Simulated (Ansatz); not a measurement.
Internal rotation in SMILES O=CO. Scanned: dihedral O3–C2–O1–H4; all other coordinates were relaxed at B3LYP-D3(BJ)/def2-SVP. Points at φ and −φ are mirror images.

Geometry of the scan point at -80° (Å):
```
5

O      0.7934    -0.5616    -0.1127
C     -0.4421     0.0104    -0.0246
O     -0.6458     1.1857     0.0026
H      1.1226    -0.5583    -1.0235
H     -1.2428    -0.7512     0.1266
```

Calculation: CCSD(T) on RHF/cc-pVTZ, frozen core // B3LYP-D3(BJ)/def2-SVP (Ansatz, a quantum-chemistry and plane-wave program).

Scanned values (°): -160, -140, -120, -100, -80, -60, -40, -20, 0, 20, 40, 60, 80, 100, 120, 140, 160, 180.

**Question.** At which scan points does the profile have its minima and maxima, and how high do they lie?

**Answer.** Lower than their neighbours: 0° (0.0 kcal/mol), 180° (4.5 kcal/mol). Higher than their neighbours: -100° (12.8 kcal/mol), 100° (12.8 kcal/mol). The whole profile spans 12.8 kcal/mol.
